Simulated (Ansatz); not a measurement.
Cost and result for the atomization energy of `N/C=C/CS` (12 atoms, 11 bonds).

| atom | x (Å) | y (Å) | z (Å) |
| --- | --- | --- | --- |
| N1 | 1.981 | -1.359 | -0.108 |
| C2 | 0.793 | -0.731 | -0.411 |
| C3 | -0.023 | -0.113 | 0.447 |
| C4 | -1.226 | 0.635 | 0.009 |
| S5 | -0.930 | 2.434 | 0.204 |
| H6 | 2.139 | -1.565 | 0.866 |
| H7 | 2.254 | -2.111 | -0.717 |
| H8 | 0.562 | -0.716 | -1.473 |
| H9 | 0.209 | -0.105 | 1.509 |
| H10 | -2.097 | 0.377 | 0.615 |
| H11 | -1.454 | 0.421 | -1.037 |
| H12 | -2.209 | 2.834 | 0.096 |

The species carries charge 0 and has multiplicity 1. All single points use the PBE0-D4/def2-TZVP geometry. It is one conformer, not always the lowest. Program: Ansatz. All runs use 4 threads of an Arm Neoverse V2 on a shared host. Times are those of one run each, without the atoms' runs, and a repeat can differ threefold. Electronic energies, without spin–orbit coupling; frozen cores. CCSD(T)/CBS adds CCSD(T) − MP2 in def2-TZVPP to the MP2 limit, and its time is that of the two runs behind it. T1 = 0.011. B3LYP takes the VWN-RPA correlation (the form of Gaussian; ORCA's B3LYP/G).

CCSD(T)/CBS is a level of theory with its own doubt, some kJ/mol a heavy atom from the limit and from the frozen cores, so smaller differences don't rank the functionals.

| level | functions | wall time | atomization (kcal/mol) | difference from CCSD(T)/CBS | per bond |
| --- | --- | --- | --- | --- | --- |
| PBE-D4/def2-TZVPP (with forces) | 264 | 2.4 s | 1122.7 | 34.0 | 3.1 |
| PBE0-D4/def2-TZVPP | 264 | 2.8 s | 1100.3 | 11.6 | 1.0 |
| B3LYP-D4/def2-TZVPP (with forces) | 264 | 4.3 s | 1093.9 | 5.2 | 0.5 |
| r2SCAN-D4/def2-TZVPP (with forces) | 264 | 4.8 s | 1092.6 | 3.9 | 0.4 |
| B2PLYP/def2-TZVPP | 264 | 5.5 s | 1079.6 | -9.1 | -0.8 |
| ωB97X-V/def2-TZVPP | 264 | 7 s | 1093.3 | 4.6 | 0.4 |
| ωB97M-V/def2-TZVPP (with forces) | 264 | 11 s | 1095.8 | 7.1 | 0.6 |
| MP2/def2-QZVPP | 508 | 25 s | 1092.0 | 3.3 | 0.3 |
| CCSD(T)/def2-TZVPP | 264 | 2.9 min | 1058.7 | -30.0 | -2.7 |
| CCSD(T)/CBS(def2) | – | 3.3 min | 1088.7 | 0.0 | 0.0 |

From PBE to PBE0 (25 % exact exchange), in def2-TZVPP and without D4, the atomization energy moves by −21.6 kcal/mol: exact exchange takes away binding that semilocal exchange gives to molecules. In def2-TZVPP, CCSD(T) changes the Hartree–Fock value by +284.3 kcal/mol (the triples alone add +18.0 kcal/mol) and MP2 by +300.0 kcal/mol; breaking electron pairs costs correlation energy, which Hartree–Fock lacks. The D4 term adds +8.7 kcal/mol with B3LYP and +4.6 kcal/mol with PBE0; it sums over pairs of atoms, weighted by their polarisabilities, and B3LYP, whose exchange is more repulsive, gets the larger term.
